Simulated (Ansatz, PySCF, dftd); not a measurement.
System: S2, charge 0, triplet. S2 (SMILES S=S, triplet).
B3LYP-D3(BJ)/def2-TZVP minimum from Ansatz (a first-principles code):
```xyz
2

S      0.0000     0.0000    -0.9518
S      0.0000     0.0000     0.9518
```
Charge 0, spin multiplicity 3.

Wanted: enthalpy of formation at 298 K (by atomisation, with ideal-gas terms from PySCF's Hessian at B3LYP-D3(BJ)/def2-TZVP and the atoms' measured values of the G2/97 table; no spin-orbit terms), in kcal/mol. Radicals and triplets start from unrestricted determinants; spin-orbit coupling is neglected. Cores are frozen in correlated methods. Rows without X2C or -DK are non-relativistic. CBS(X,Y): correlation extrapolated as X^-3, Hartree-Fock from the larger set (Q,5: extrapolated as (X+1)exp(-9√X)). A bracket is a step between two methods taken in the basis named. The functionals are non-relativistic, so their misses hold any scalar relativity. Double hybrids freeze cores in their MP2 part. '+ core + X2C': CCSD(T) terms for core correlation (cc-pwCVTZ, 1s frozen past Ne) and scalar relativity (cc-pVTZ-DK). The UHF reference of S2 (S=S, triplet) is spin-contaminated (<S^2> up to 0.06 over the pure value in the sets run).

Measured: 30.7 kcal/mol, 128.4 kJ/mol (G2/97 table in ASE (Curtiss et al.)); atomic spin-orbit terms, which the calculations lack, would raise the computed values.

| level | program | enthalpy of formation at 298 K (kcal/mol) | error against that value |
|---|---|---|---|
| B3LYP-D4/def2-TZVPD | Ansatz + dftd4 | 27.5 | -3.2 |
| wB97X-V/def2-TZVPD | Ansatz | 27.1 | -3.6 |
| B2PLYP-D3(BJ)/def2-TZVPD | Ansatz + dftd3 | 29.1 | -1.6 |
| B2PLYP-D4/def2-TZVPD | Ansatz + dftd4 | 29.4 | -1.3 |
| B2GP-PLYP/def2-TZVPD | Ansatz | 31.6 | 0.9 |
| CCSD/CBS(cc-pV(T+d)Z,cc-pV(Q+d)Z) | Ansatz | 36.8 | 6.1 |
| CCSD/CBS(cc-pV(Q+d)Z,cc-pV(5+d)Z) | Ansatz | 36.4 | 5.7 |
| CCSDT(Q)/cc-pV(D+d)Z | Ansatz | 46.7 | 16.0 |
| CCSDTQ/cc-pV(D+d)Z | Ansatz | 46.7 | 16.0 |
| CCSD(T)/CBS(cc-pV(Q+d)Z,cc-pV(5+d)Z) + [CCSDT(Q) - CCSD(T)]/cc-pV(Q+d)Z + core + X2C | Ansatz | 28.2 | -2.5 |
| CCSD(T)/CBS(cc-pV(Q+d)Z,cc-pV(5+d)Z) + [CCSDT(Q) - CCSD(T)]/cc-pV(Q+d)Z + [CCSDTQ - CCSDT(Q)]/cc-pV(D+d)Z + core + X2C | Ansatz | 28.3 | -2.4 |
